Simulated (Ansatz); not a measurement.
System: α-phase Ga. Method: RPBE in Ansatz (plane waves, PAW).

Run with plane-wave cutoff 520 eV, 14×14×12 k mesh (along the axes of the cell as run), Fermi–Dirac smearing 0.05 eV, scalar-relativistic PAW data made under PBE.

Properties against volume:

Shape and atoms are relaxed at each volume.

| V (Å³/atom) | P (GPa) | c (Å) | a (Å) |
|---|---|---|---|
| 20.268 | 1.92 | 4.583 | 4.562 |
| 20.690 | 0.90 | 4.611 | 4.601 |
| 21.112 | 0.00 | 4.642 | 4.636 |
| 21.535 | -0.79 | 4.673 | 4.670 |
| 21.957 | -1.48 | 4.702 | 4.704 |

Note: the bulk modulus comes from volumes at which shape and atoms were relaxed.

Ansatz is a first-principles code.
